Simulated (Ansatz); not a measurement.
# LiS+ (triplet): the correlation ladder at distance S1–Li2 = 2.221 Å, cc-pVDZ

Aim: climb from Hartree-Fock through coupled cluster and multireference methods for LiS+ (triplet) at one geometry and basis, and see what each rung misses.

The runs use Ansatz 0.2.0, Gaussian basis; cc-pVDZ, core rule «outside noble gas», up to 6 orbitals frozen.

The runs, in order: UHF; CCSD(T) on ROHF; CCSD(T) on UHF; BCCD(T) on ROHF; CISD as a restricted active space (open shells left free, so some higher excitations enter); CCSDT(Q) on ROHF; CCSDT(Q) on UHF; CASSCF and MRCISD+Q, 4 electrons in 4 orbitals; CASSCF and NEVPT2, 4 electrons in 4 orbitals; Full CI.

63 further runs of the same task are left out: 43 for a known fault of the program, 18 that didn't finish, 2 set aside as unsound or not needed. Runs told in other sessions of the task aren't counted.

### Step 1. What is computed

The geometry derives from a PBE0/def2-TZVP stationary point (not a proven minimum). One bond is set to the value named and the two fragments are kept rigid.

2 atoms, charge 1, spin multiplicity 3.

Atoms are counted from 1 here; the program's logs count them from 0.

Bond lengths: S1–Li2 2.221 Å.

Geometry (Å):

```xyz
2
LiS
S     0.0000    0.0000    0.0000
Li    0.0000    0.0000    2.2210
```

### Step 2. UHF

Contents of in.yaml:

```yaml
crystal:
  periodic: [false, false, false]
  atoms:
    - {symbol: S, position_ang: [0.000000, 0.000000, 0.000000]}
    - {symbol: Li, position_ang: [0.000000, 0.000000, 2.221000]}
basis:
  gaussian: {orbitals: cc-pVDZ}
total_charge: 1
magnetization: {spin_polarized: true, initial_magnetization: 2}
hamiltonian: {xc: hf}
output: {orbitals: {seedname: orbitals}}
```

Command:

```console
> ansatz run in.yaml --threads 1 --pin off --events-out ev --progress --plain --max-ram 2393MiB
```

The runs that follow: CCSD(T) on ROHF; CCSD(T) on UHF; BCCD(T) on ROHF; CISD as a restricted active space (open shells left free, so some higher excitations enter); CCSDT(Q) on ROHF; CCSDT(Q) on UHF; CASSCF and MRCISD+Q, 4 electrons in 4 orbitals; CASSCF and NEVPT2, 4 electrons in 4 orbitals; Full CI.

Before running them: what should the planned runs give, taken together? Wanted: FCI from the RHF energy; RMP2 from FCI; UMP2 from FCI; RCCSD from FCI; RCCSD(T) from FCI; UCCSD(T) from FCI; RCCSDT(Q) from FCI; UCCSDT(Q) from FCI; T1 diagnostic.

As calculated:

| quantity | value |
| --- | --- |
| FCI from the ROHF energy | -3.0184 eV |
| RMP2 from FCI | +53.3 kJ/mol |
| UMP2 from FCI | +55.5 kJ/mol |
| RCCSD from FCI | +5.4 kJ/mol |
| RCCSD(T) from FCI | +1.3 kJ/mol |
| UCCSD(T) from FCI | +1.2 kJ/mol |
| RCCSDT(Q) from FCI | 0.0 kJ/mol |
| UCCSDT(Q) from FCI | 0.0 kJ/mol |
| levels within 1 kcal/mol (43 meV) | RCCSD(T), UCCSD(T), BCCD(T), RCCSDT, UCCSDT, RCCSDT(Q), UCCSDT(Q) |
| T1 diagnostic | 0.015 |
| effectively unpaired electrons | 2.02 |

In words: RCCSD(T) lands +1.3 kJ/mol from the yardstick (0.4 % of the correlation energy). One determinant dominates. These misses are within one basis, not against nature; the frozen cores of restricted and unrestricted runs differ, which can shift their rows.

Levels on UHF freeze UHF's core orbitals, full CI those of ROHF, so the U rows can settle a little off it for that reason alone.

With open shells the CI space here admits some higher excitations, so it is larger than plain CISD.
